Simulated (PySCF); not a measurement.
Compound: 1,3-propanediol, C3H8O2.
Geometry (PBE0-D3(BJ)/def2-SVP, Å), atoms numbered from 1 in this order:
```xyz
13
C3H8O2 angstrom
O     -1.5765    1.0541    0.5177
C     -1.2356   -0.2991    0.5514
C     -0.2208   -0.6825   -0.5187
C      1.1579   -0.1070   -0.2676
O      1.0601    1.3039   -0.2178
H     -0.7441    1.5366    0.4060
H     -0.8360   -0.6046    1.5452
H     -2.1632   -0.8774    0.4039
H     -0.1312   -1.7801   -0.5780
H     -0.5902   -0.3307   -1.4971
H      1.5497   -0.5054    0.6899
H      1.8548   -0.4253   -1.0668
H      1.9043    1.6701    0.0625
```

The closed-shell ground state was solved at several levels (PySCF, density fitting, gas phase, non-relativistic).

| level | basis functions | total energy (Eh) | HOMO (eV) | LUMO (eV) | gap (eV) | dipole (D) |
| --- | --- | --- | --- | --- | --- | --- |
| PBE0/STO-3G | 33 | -265.7611 | -3.46 | 8.35 | 11.81 | 3.01 |
| B97-2/pcSseg-2 | 292 | -269.5848 | -7.12 | 0.25 | 7.37 | 3.50 |
| HF/pcSseg-2 | 292 | -268.0731 | -11.50 | 2.40 | 13.90 | 3.76 |
| OPBE/pcSseg-2 | 292 | -269.5497 | -5.71 | -0.46 | 5.25 | 3.31 |
| B3LYP/pcJ-1 | 215 | -269.5862 | -6.97 | 0.64 | 7.61 | 3.66 |
| mPW1PW91/pcSseg-2 | 292 | -269.6168 | -7.44 | 0.19 | 7.63 | 3.54 |
| KT2/pcSseg-2 | 292 | -273.8776 | -5.95 | -0.50 | 5.45 | 3.33 |
| B97-D/pcSseg-2 | 292 | -269.5006 | -5.80 | -0.41 | 5.39 | 3.41 |
| PBE0/def2-SVP | 110 | -269.0644 | -7.07 | 1.33 | 8.40 | 3.52 |
| B3LYP/pcSseg-2 | 292 | -269.6917 | -7.17 | -0.13 | 7.04 | 3.55 |
| PBE0/pcSseg-2 | 292 | -269.3764 | -7.40 | 0.23 | 7.63 | 3.53 |
| BP86/pcSseg-2 | 292 | -269.6856 | -5.88 | -0.41 | 5.47 | 3.43 |

Q: Estimate the row for PBE0/def2-TZVP, a basis of 203 functions; the other rows only guide the guess.

A: Total energy -269.3725 Eh, HOMO -7.35 eV, LUMO 0.69 eV, gap 8.04 eV, dipole 3.50 D.

Q: Over all these levels, which gives the widest orbital gap and which the narrowest?

A: HF/pcSseg-2 (Hartree–Fock, all exact exchange) has the widest, 13.90 eV, and OPBE/pcSseg-2 (GGA) the narrowest, 5.25 eV. The two share the basis. From the narrowest to the widest the HOMO moves by -5.79 eV and the LUMO by +2.86 eV. The HOMO need not be the same orbital at Hartree–Fock and at DFT levels.

Q: How much does the basis alone move the frontier levels among the 4 PBE0 rows (the withheld one included)?

A: The HOMO by 3.94 eV and the LUMO by 8.12 eV. By rising basis size (HOMO, LUMO in eV): STO-3G -3.46, 8.35; def2-SVP -7.07, 1.33; def2-TZVP -7.35, 0.69; pcSseg-2 -7.40, 0.23.

Q: In the pcSseg-2 basis, how does the gap go with the fixed share of exact exchange?

A: OPBE (0 %) 5.25 eV; B97-D (0 %) 5.39 eV; KT2 (0 %) 5.45 eV; BP86 (0 %) 5.47 eV; B3LYP (20 %) 7.04 eV; B97-2 (21 %) 7.37 eV; mPW1PW91 (25 %) 7.63 eV; PBE0 (25 %) 7.63 eV; HF (100 %) 13.90 eV. Each rise in the share widens the gap here.

Q: How far do the dipole and the HOMO energy spread over the levels?

A: The dipole runs from 3.01 to 3.76 D (mean 3.47 D) and the HOMO from -11.50 to -3.46 eV.

One conformer stands for the species.

The pairwise dispersion term of B97-D wasn't added to the energies; at a given geometry it leaves orbitals and properties as they are.
